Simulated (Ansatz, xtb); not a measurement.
# CH5AlSi+: where a starting geometry ends

The starting geometry of this gas-phase doublet has its atoms placed at random.

```yaml
atoms:
  - { symbol: C, position_ang: [-0.0440, 1.8689, -1.2524] }
  - { symbol: Al, position_ang: [-0.4931, -0.2346, 0.3594] }
  - { symbol: Si, position_ang: [1.5848, 0.9424, 0.7934] }
  - { symbol: H, position_ang: [-0.5281, 1.0924, 1.8077] }
  - { symbol: H, position_ang: [-1.7412, 0.8344, 0.7809] }
  - { symbol: H, position_ang: [-0.6027, 1.1214, 0.5376] }
  - { symbol: H, position_ang: [0.7756, 1.2005, -0.7137] }
  - { symbol: H, position_ang: [2.0612, 0.7882, -0.3181] }
```

Guess where an optimisation with r2SCAN-D4/def2-SVP ends from this start.

It ends as a structure with H4 bridging Si3 and Al2, given below by its coordinates. Distances that change by over a tenth: Si3–H8 (1.22 → 1.49 Å). Contacts that open: Al2–H6 (1.37 → 2.52 Å), Si3–H7 (1.73 → 2.57 Å). Contacts that close: C1–Al2 (2.69 → 1.93 Å), C1–Si3 (2.77 → 1.88 Å), C1–H6 (2.02 → 1.11 Å), Si3–H4 (2.35 → 1.61 Å).

The energy falls by 13.91 eV over 17 steps:

```
step  E − E(last) (eV)
   1            13.909
   3             9.246
   5             6.813
   6             5.449
   8             2.712
  10             0.568
  12             0.106
  13             0.031
  15             0.003
  17             0.000
```

Final geometry (Å):

```yaml
atoms:
  - { symbol: C, position_ang: [0.0844, 1.5973, -0.5469] }
  - { symbol: Al, position_ang: [-1.0116, 0.4182, 0.5180] }
  - { symbol: Si, position_ang: [1.3989, 1.2939, 0.7683] }
  - { symbol: H, position_ang: [0.3749, 0.6161, 1.8087] }
  - { symbol: H, position_ang: [-2.1717, -0.4495, 1.0877] }
  - { symbol: H, position_ang: [-0.3501, 2.6164, -0.5268] }
  - { symbol: H, position_ang: [0.3750, 1.3690, -1.5846] }
  - { symbol: H, position_ang: [2.3127, 0.1520, 0.4704] }
```

From the same start GFN2-xTB ends elsewhere, differing in C1–Si3 (3.88 against 1.88 Å here), Al2–H4 (3.67 against 1.90 Å here).

From so rough a start the end depends on the optimiser's path, so another program may land elsewhere. The end wasn't checked by frequencies. Open shells are spin-unrestricted. Run with Ansatz 0.2.0, 3.2 min on 1 thread of Intel(R) Xeon(R) Platinum 8259CL CPU @ 2.50GHz (Skylake/Cascade Lake), with other jobs on the host.
